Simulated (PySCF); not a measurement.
Ligands exchanged one at a time, Al F-OH. Isolated molecules, 0 K electronic values unless said otherwise. One relaxed conformer stands for each flexible species; it need not be the lowest. Strings in code marks are SMILES.

Computed with PBE0-D3(BJ)/def2-TZVP (PySCF). All candidates: neutral, multiplicity 1. Excitations are Tamm–Dancoff values on a coarser integration grid. The basis has no diffuse functions, so Rydberg states are missing or too high.

- T1 excitation (TDA): 6.68 eV
- HOMO–LUMO gap: 8.59 eV
- brightest of the four lowest singlets (TDA): 7.87 eV

Identify which member has these values.
(A) `[F][Al]([F])[F]`
(B) `[OH][Al]([OH])[F]` (H–O–Al–F torsion 180°, F–Al–O–H torsion 0°)
(C) `[OH][Al]([OH])[OH]`

C, `[OH][Al]([OH])[OH]`. The others give `[F][Al]([F])[F]`: 8.24 eV, 10.23 eV, 9.27 eV; `[OH][Al]([OH])[F]` (H–O–Al–F torsion 180°, F–Al–O–H torsion 0°): 6.64 eV, 8.62 eV, 7.56 eV
